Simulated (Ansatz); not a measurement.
# CH3ClMg: one species, many methods

One table from this session's results is given with a row withheld; the runs are named, their logs left out.

Method: functionals in def2-TZVPP, the program's frozen cores in correlated methods; program: Ansatz 0.2.0, Gaussian basis.

The runs, in order: LDA (SPW92), PBE-D4, revPBE-D4, BLYP-D4, r2SCAN-D4, B97M-V, PBE0-D4, B3LYP-D4, r2SCANh-D4, r2SCAN0-D4, HSE06-D4, BHLYP-D4, CAM-B3LYP-D4, LC-ωPBE, ωB97X-V, ωB97M-V, B2PLYP, PBE-QIDH; CCSD(T)/def2-SVP; CCSD(T)/def2-TZVPP; CCSD(T)/def2-QZVPP; extrapolation to the limit; RPA on PBE.

**The geometry**

The geometry comes from an earlier relaxation with PBE0-D4 in a triple-zeta def2 set; it is a stationary point.

SMILES `[CH3][Mg][Cl]`, 6 atoms, charge 0, spin multiplicity 1.

Atoms are counted from 1 here; the program's logs count them from 0.

Bond lengths: C1–Mg2 2.067 Å, C1–H4 1.094 Å, C1–H5 1.094 Å, C1–H6 1.094 Å, Mg2–Cl3 2.193 Å. Angles: Mg2–C1–H4 111.4°, Mg2–C1–H5 111.4°, Mg2–C1–H6 111.4°, H4–C1–H5 107.4°, H4–C1–H6 107.4°, H5–C1–H6 107.4°, C1–Mg2–Cl3 180.0°.

The first run:

Input file in.yaml:

```yaml
crystal:
  periodic: [false, false, false]
  atoms:
    - {symbol: C, position_ang: [-0.560262, 0.484291, -0.412031]}
    - {symbol: Mg, position_ang: [0.811577, -0.712725, 0.565761]}
    - {symbol: Cl, position_ang: [2.267213, -1.982714, 1.603332]}
    - {symbol: H, position_ang: [-1.418482, -0.095939, -0.762880]}
    - {symbol: H, position_ang: [-0.115280, 0.971640, -1.284262]}
    - {symbol: H, position_ang: [-0.942765, 1.271549, 0.243880]}
basis:
  gaussian: {orbitals: def2-TZVPP}
hamiltonian: {xc: lda}
output: {orbitals: {seedname: orbitals}}
```

Run with:

```sh
$ ansatz run in.yaml --threads 4 --pin off --events-out ev --progress --plain --max-ram 10444MiB
```

Among the steps run: LDA; PBE-D4 (GGA); revPBE-D4 (GGA); BLYP-D4 (GGA); r2SCAN-D4 (meta-GGA); B97M-V (meta-GGA); B3LYP-D4 (hybrid); r2SCANh-D4 (hybrid); r2SCAN0-D4 (hybrid); HSE06-D4 (hybrid); BHLYP-D4 (hybrid); CAM-B3LYP-D4 (range-separated); LC-ωPBE (range-separated); ωB97X-V (range-separated); ωB97M-V (range-separated); B2PLYP (double hybrid); PBE-QIDH (double hybrid).

One table of the session follows, with a row left open; its other results are not shown here.

It belongs to the step «Orbital energies across the functionals». 

| functional | HOMO (eV) | gap (eV) |
| --- | --- | --- |
| LDA (SPW92) | -6.60 | 4.66 |
| PBE-D4 | -6.41 | 4.67 |
| revPBE-D4 | -6.33 | 4.69 |
| BLYP-D4 | -6.28 | 4.56 |
| r2SCAN-D4 | -6.59 | 5.29 |
| B97M-V | -6.66 | 4.95 |
| PBE0-D4 | -7.59 | 6.53 |
| B3LYP-D4 | -7.39 | 6.05 |
| r2SCANh-D4 | -7.04 | 5.95 |
| r2SCAN0-D4 | -7.72 | 6.92 |
| HSE06-D4 | ? | ? |
| BHLYP-D4 | -8.69 | 8.17 |
| CAM-B3LYP-D4 | -8.98 | 8.63 |
| LC-ωPBE | -10.33 | 11.05 |
| ωB97X-V | -9.96 | 10.53 |
| ωB97M-V | -9.83 | 10.00 |

**Question.** Estimate the row for HSE06-D4.

**Answer.** HOMO (eV): -7.19; gap (eV): 5.78. In the column «HOMO (eV)» it lies between B3LYP-D4 (-7.39) and r2SCANh-D4 (-7.04).
